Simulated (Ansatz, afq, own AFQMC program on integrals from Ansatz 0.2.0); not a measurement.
# SbH⁺, quartet in def2-TZVP, levels against full CI

```xyz
2

Sb    0.0000    0.0000    0.0000
H     0.0000    0.0000    1.8710
```

Basis def2-TZVP with its core potentials. Only valence electrons are correlated. Integrals, coupled cluster, full CI and functionals: Ansatz 0.2.0; the random walks run on the same integrals in our own AFQMC program. The CISD trial takes its coefficients from CCSD amplitudes. Released means that phaseless walkers are propagated on without the constraint, phases kept. Free projection: walkers drawn from exp(T), propagated without any constraint. Its projection time is finite, and what remains of the start isn't in its error. Error bars are statistical, one sigma. No spin–orbit coupling.

Determinant: UHF, the one that the program's search chose, which needn't be the lowest solution. The geometry is a point of a scan.

Full CI on the same integrals is exact in this basis and with this determinant's frozen core.

Cautions: no spin-orbit coupling; inner d shell frozen; lower spins were not checked.

* T1 diagnostic: 0.0220
* weight of the determinant in the CISD state: 0.939
* ⟨S²⟩ of the determinant: 3.774
* size of the correlated space: 5 electrons in 47 orbitals

```csv
level,correlation energy (eV)
MP2,-1.4860
CCSD,-1.9327
CCSD(T),-1.9903
```

Q: Estimate where free-projection AFQMC lies against CCSD(T) on the same integrals.

A: 1.7 ± 0.04 kJ/mol below CCSD(T).

Reference: full CI, correlation energy -2.007 eV. The released energy is read at 2.40 1/Eh (meV from the phaseless value at times in 1/Eh: -1.3 ± 0.8 at 0.24, -1.7 ± 0.7 at 0.51, 1.1 ± 2.4 at 0.99, -1.7 ± 0.5 at 1.62, -2.8 ± 0.5 at 2.40).

```
         level  E − E(reference) (kJ/mol)  share of correlation (%)
       CCSD(T)                        1.6                     99.15
         CCSDT                        0.2                     99.91
      CCSDT(Q)                        0.0                     99.98
   ph-AFQMC/HF                  2.7 ± 1.1                     98.61
 ph-AFQMC/CISD                 0.3 ± 0.08                     99.84
released AFQMC                 0.0 ± 0.05                     99.98
    free AFQMC                 0.0 ± 0.04                    100.01
```

CCSDT and higher add their correlation energy to the determinant of the CCSD(T) run, since their own runs factorise the integrals more tightly (a shift of under 2 meV). Free projections are given only where their last times agree within the noise and don't stop above the reference; a slow remainder of the start can still hide under it. A walk keeps the symmetry of its determinant, which the program's search chose and which needn't be the lowest solution, so a lower state of the same spin and another symmetry isn't excluded. Released energies are given only where the last usable release times agree within the noise; a slower fall can still hide under it.
